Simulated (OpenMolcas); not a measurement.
# An input for singlet AlNH2Cl−

AlNH2Cl−: 5 atoms, total charge -1, spin state singlet. As SMILES of the parent species, `[NH2][Al][Cl]`. The coordinates come from a PBE0-D4/def2-TZVP relaxation. This is one conformer, not always the lowest. That shape belongs to the parent species and isn't relaxed for this state.

```xyz
5

N    -0.5494    0.4617   -0.2320
Al    0.4026   -0.2916    1.0491
Cl    1.9070   -1.6497    0.4408
H    -1.2936    1.1233   -0.0835
H    -0.4166    0.2827   -1.2159
```

Settings wanted:

```json
{
  "method": "HF",
  "reference": "RHF",
  "symmetry": "none",
  "basis set": "3-21G",
  "task": "energy",
  "nucleus": "point",
  "SCF convergence threshold": "1e-10",
  "d and f functions": "spherical"
}
```

Task: Write the OpenMolcas 26.06 input and the command.

Result: This one ran through:

struct.xyz:
```
5

N     -0.549400     0.461700    -0.232000
Al     0.402600    -0.291600     1.049100
Cl     1.907000    -1.649700     0.440800
H     -1.293600     1.123300    -0.083500
H     -0.416600     0.282700    -1.215900
```

test.input:
```
>>> EXPORT MOLCAS_PRINT=2

&GATEWAY
  BasLib = $CurrDir
  Coord = struct.xyz
  Basis = 3-21G
  Group = NoSym

&SEWARD

&SCF
  Charge = -1
  Thresholds = 1e-10 1e-07 1e-07 1e-05
  PrOrbitals = 0
```

```bash
$ export MOLCAS_MEM=1860
$ pymolcas test.input > test.log
```

(Basis files named in the input come from the Basis Set Exchange and aren't shown.)

Calculated total energy: -753.28294 Eh. Without diffuse functions such a state is poorly described.
